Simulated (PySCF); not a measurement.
# From one method to the next for SiO

What do other methods print for SiO?

Computed with PySCF 2.14.0. Level: each script names its method and basis.

**1. Starting geometry**

SiO: 2 atoms, charge 0, spin multiplicity 1.

Bond lengths: Si1–O2 1.467 Å.

**2. The base run**

Contents of input.py:

```python
from pyscf import gto, scf, cc

mol = gto.M(
    atom='Si 0 0 0; O 0 0 1.467',
    basis='6-31g*',
    charge=0,
    spin=0,
    verbose=3,
)
mf = scf.RHF(mol)
mf.kernel()
mycc = cc.CCSD(mf, frozen=6)
mycc.kernel()
e = mycc.ipccsd(nroots=6)[0]
print('roots (eV) =', (e*27.211386).round(3))
mf.dip_moment()
print('orbital energies (hartree):', mf.mo_energy[..., max(0, mol.nelec[1]-3):mol.nelec[0]+3].round(4))
```

Started as:

```sh
$ OMP_NUM_THREADS=1 python input.py
```

**3. Revtpss (RKS)**

Edit 1 changes functional: none (Hartree–Fock) → revtpss; SCF type: RHF → RKS; step after the SCF: eomip → analyze.

Contents of input.py:

```python
from pyscf import gto, dft

mol = gto.M(
    atom='Si 0 0 0; O 0 0 1.467',
    basis='6-31g*',
    charge=0,
    spin=0,
    verbose=3,
)
mf = dft.RKS(mol, xc='revtpss')
mf.kernel()
mf.analyze()
print('orbital energies (hartree):', mf.mo_energy[..., max(0, mol.nelec[1]-3):mol.nelec[0]+3].round(4))
```

**4. Number of roots 15**

Edit 2 changes number of roots: 6 → 15.

input.py: that of step 2 with these lines changed.

```diff
@@ -13,3 +13,3 @@
 mycc.kernel()
-e = mycc.ipccsd(nroots=6)[0]
+e = mycc.ipccsd(nroots=15)[0]
 print('roots (eV) =', (e*27.211386).round(3))
```

**5. Number of roots 10**

Edit 3 changes number of roots: 6 → 10.

input.py: that of step 2 with these lines changed.

```diff
@@ -13,3 +13,3 @@
 mycc.kernel()
-e = mycc.ipccsd(nroots=6)[0]
+e = mycc.ipccsd(nroots=10)[0]
 print('roots (eV) =', (e*27.211386).round(3))
```

**6. Geometry optimisation**

Edit 4 changes step after the SCF: eomip → optimize.

Contents of input.py:

```python
from pyscf import gto, scf
from pyscf.geomopt.geometric_solver import optimize

mol = gto.M(
    atom='Si 0 0 0; O 0 0 1.467',
    basis='6-31g*',
    charge=0,
    spin=0,
    verbose=3,
)
mf = scf.RHF(mol)
mf.kernel()
mol_eq = optimize(mf, maxsteps=30)
print('optimised geometry (angstrom)')
print(mol_eq.tostring('raw'))
print('orbital energies (hartree):', mf.mo_energy[..., max(0, mol.nelec[1]-3):mol.nelec[0]+3].round(4))
```

**7. CCSD**

Edit 5 changes step after the SCF: eomip → ccsd.

input.py: that of step 2 with these lines changed.

```diff
@@ -13,4 +13,2 @@
 mycc.kernel()
-e = mycc.ipccsd(nroots=6)[0]
-print('roots (eV) =', (e*27.211386).round(3))
 mf.dip_moment()
```

**8. MP2**

Edit 6 changes step after the SCF: eomip → mp2; frozen orbitals: 6 → none.

Contents of input.py:

```python
from pyscf import gto, scf, mp

mol = gto.M(
    atom='Si 0 0 0; O 0 0 1.467',
    basis='6-31g*',
    charge=0,
    spin=0,
    verbose=3,
)
mf = scf.RHF(mol)
mf.kernel()
mp.MP2(mf).kernel()
mf.dip_moment()
print('orbital energies (hartree):', mf.mo_energy[..., max(0, mol.nelec[1]-3):mol.nelec[0]+3].round(4))
```

What does the calculation give? Wanted: for each run, E(SCF); from base; gap; SCF dipole; after the SCF.

The runs gave:

| run | E(SCF) (hartree) | from base (eV) | gap (eV) | SCF dipole (D) | after the SCF |
| --- | --- | --- | --- | --- | --- |
| base | -363.776588 | 0 | 13.35 | 3.16 | CCSD correlation -7.211 eV, core frozen, first root 11.19 eV |
| revtpss (RKS) | -364.576450 | not comparable | 5.15 | 2.19 | n/a |
| number of roots 15 | -363.776588 | 0.0000 | 13.35 | 3.16 | CCSD correlation -7.211 eV, core frozen, first root 11.19 eV |
| number of roots 10 | -363.776588 | 0.0000 | 13.35 | 3.16 | CCSD correlation -7.211 eV, core frozen, first root 11.19 eV |
| geometry optimisation | -363.776588 | 0.0000 | 13.35 | n/a | bond 1.488 Å, -0.017 eV |
| CCSD | -363.776588 | 0.0000 | 13.35 | 3.16 | CCSD correlation -7.211 eV, core frozen |
| MP2 | -363.776588 | 0.0000 | 13.35 | 3.16 | MP2 correlation -7.283 eV |

SCF columns refer to the geometry typed in the script.

In words: A lower total energy from another functional means nothing by itself.
